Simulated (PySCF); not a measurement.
Gas-phase reaction: H3SiPH2 + PH = SiH2 + 2 PH2

Method: PySCF energies plus ideal-gas RRHO corrections (1 bar). † marks an energy on the PBE0/def2-TZVP geometry and frequencies; other levels use their own. CCSD(T) freezes the core. Open shells (unrestricted): PH (multiplicity 3), PH2 (multiplicity 2); the rest are closed-shell singlets. PH2: computed as isolated molecules; such fragments, hydroxides, amides, oligomers or adducts are transient or little studied in the gas. CCSD(T) isn't extrapolated to the basis-set limit; its ΔH°(298 K) is 252.0 kJ in def2-SVP and 261.5 kJ in def2-TZVPP. The harmonic model lacks anharmonicity and excited electronic states, which grow with temperature; levels with a mode under 35 cm⁻¹ are left out. Internal rotation in H3SiPH2 is treated as a harmonic vibration of one conformer, which makes the entropy rough.

ΔH° and ΔS° at 298 K: CCSD(T)/def2-TZVPP† 261 kJ, 157 J/K; PBE/def2-SVP 266 kJ, 157 J/K; PBE0/def2-QZVP† 272 kJ, 157 J/K; PBE0/def2-SVP† 273 kJ, 157 J/K; ωB97M-V/def2-TZVP† 259 kJ, 157 J/K.

Problem. With the heat capacities included, give log10 K (1 bar) at 500, 600, 1000, 1200, 1800 K from CCSD(T)/def2-TZVPP†, PBE/def2-SVP, PBE0/def2-QZVP†, PBE0/def2-SVP†, ωB97M-V/def2-TZVP†.

Solution. 
```tsv
T (K)	CCSD(T)/def2-TZVPP†	PBE/def2-SVP	PBE0/def2-QZVP†	PBE0/def2-SVP†	ωB97M-V/def2-TZVP†
500	-19.1	-19.6	-20.3	-20.3	-18.9
600	-14.6	-15.0	-15.6	-15.6	-14.4
1000	-5.7	-5.9	-6.2	-6.3	-5.5
1200	-3.5	-3.7	-3.9	-4.0	-3.3
1800	0.1	-0.1	-0.2	-0.2	0.2
```
